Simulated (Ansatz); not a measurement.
# CCSDT(Q)/STO-3G run of OF2 (oxygen difluoride)

Aim: the energy change on altering one bond length of OF2 (oxygen difluoride) at CCSDT(Q)/STO-3G, from 2 runs. 

The calculation is run with Ansatz 0.2.0.

43 further runs of the same task are left out: 6 that didn't finish, 37 set aside as unsound or not needed.

## Step 1: The structure to begin with

OF2: 3 atoms, total charge 0, spin state singlet. SMILES: `FOF`. The shape is that of a PBE0-D4/def2-TZVP optimisation.

Bond lengths: F1–O2 1.381 Å, O2–F3 1.381 Å. Angles: F1–O2–F3 103.9°.

## Step 2: A single-point energy at CCSDT(Q)/STO-3G

File input.yaml:

```yaml
crystal:
  periodic: [false, false, false]
  atoms:
    - {symbol: F, position_ang: [0.953290, -0.339960, 0.488270]}
    - {symbol: O, position_ang: [0.000520, 0.563910, 0.062040]}
    - {symbol: F, position_ang: [-0.953810, -0.223960, -0.550310]}
basis:
  gaussian:
    orbitals: STO-3G
magnetization:
  spin_polarized: false
  initial_magnetization: 0
correlation:
  method: ccsdt_q
  frozen_orbitals: {F: 1, O: 1}
accuracy: high
scf:
  omitted_lower_state_checks: [cluster_reference, increment]
```

Started as:

```console
$ ansatz run input.yaml --threads 1 --pin off --max-ram 3480MiB --events-out events.jsonl --progress --plain --runs-dir runs
```

The program printed, shortened:

```text
Warning: RAYON_NUM_THREADS=1 ignored (pool sized by the plan → 1); use --threads N
Functional definition: HF
  name "HF"
[...]
250 factors; integrals over basis functions are off by at most 4.6e-8 eV
[...]
mean field -7341.52025678 eV, -269.7958931757 hartree, gradient 7.0e-9 eV, S^2 0.000000; 0 other end points of the search recorded, 0 dependent functions left out
3 core orbitals not correlated: weight in the atoms' cores, before any rotation towards them, 1.000 or more for the frozen orbitals, at most 0.000 for the correlated occupied ones
reference -7341.52025678 eV, -269.7958931757 hartree; 10, 10 occupied and 2, 2 virtual orbitals, 250 factors
second order -2.34929541 eV of doubles, -0.00000000 eV of singles
cycle   1  -2.94582979 eV  change   -6.0e-1 eV  update   7.0e-2
[...]
cycle  25  -3.37706083 eV  change    1.4e-9 eV  update   1.2e-9
perturbative correction -0.00368094 eV, -0.0001352719 hartree
Total energy: -7344.90099855 eV, -269.9201331440 hartree
Checks for a lower state left out: cluster_reference, increment
```

Run time: 0.18 s. Hardware: 1 thread of Intel Xeon 6975P-C (Granite Rapids), shared host.

## Step 3: The distorted shape, same level

Edit input.yaml of step 2 so:

```diff
@@ -3,3 +3,3 @@
   atoms:
-    - {symbol: F, position_ang: [0.953290, -0.339960, 0.488270]}
+    - {symbol: F, position_ang: [1.191471, -0.565917, 0.594822]}
     - {symbol: O, position_ang: [0.000520, 0.563910, 0.062040]}
@@ -9,5 +9,2 @@
     orbitals: STO-3G
-magnetization:
-  spin_polarized: false
-  initial_magnetization: 0
 correlation:
```

Started as:

```console
$ ansatz run input.yaml --threads 1 --pin off --max-ram 3480MiB --events-out events.jsonl --progress --plain --runs-dir runs
```

The program printed, shortened:

```text
Warning: RAYON_NUM_THREADS=1 ignored (pool sized by the plan → 1); use --threads N
[... 2 set-up lines as earlier in the session ...]
[...]
249 factors; integrals over basis functions are off by at most 4.5e-8 eV
[...]
mean field -7338.72715231 eV, -269.6932484795 hartree, gradient 2.3e-8 eV, S^2 0.000000; 0 other end points of the search recorded, 0 dependent functions left out; unrestricted orbitals would lower it
3 core orbitals not correlated: weight in the atoms' cores, before any rotation towards them, 1.000 or more for the frozen orbitals, at most 0.000 for the correlated occupied ones
reference -7338.72715231 eV, -269.6932484795 hartree; 10, 10 occupied and 2, 2 virtual orbitals, 249 factors
second order -3.61486742 eV of doubles, -0.00000000 eV of singles
cycle   1  -4.22889539 eV  change    -1.2e0 eV  update   1.2e-1
[...]
cycle  39  -5.43462273 eV  change   -2.2e-9 eV  update   1.9e-9
perturbative correction -0.01418930 eV, -0.0005214473 hartree
WARN: these amplitudes may be one of several solutions (largest doubles amplitude 0.39, level shift 3.61 eV)
Total energy: -7344.17596434 eV, -269.8934886283 hartree
Checks for a lower state left out: cluster_reference, increment
```

It took 0.22 s on 1 thread of Intel Xeon 6975P-C (Granite Rapids), shared host.

## Step 4: Results

Level: CCSDT(Q)/STO-3G, 3 core orbitals frozen.

| quantity | value |
| --- | --- |
| first shape: total energy | -269.92013 Eh |
| first shape: correlation energy (3 core orbitals frozen) | -124.2 mEh |
| first shape: T1 diagnostic | 0.009 |
| distorted shape: total energy | -269.89349 Eh |
| distorted shape: correlation energy (3 core orbitals frozen) | -200.2 mEh |
| distorted shape: T1 diagnostic | 0.014 |
| energy change with the F1–O2 bond stretched from 1.381 to 1.726 Å | 0.725 eV |

In words: With the F1–O2 bond stretched from 1.381 to 1.726 Å the energy rises by 0.73 eV (16.7 kcal/mol). The first shape isn't relaxed at this level, so the change isn't measured from a minimum. The minimal basis adds a large error of its own. The restricted solution (distorted shape) is unstable to spin breaking: an unrestricted one lies lower.
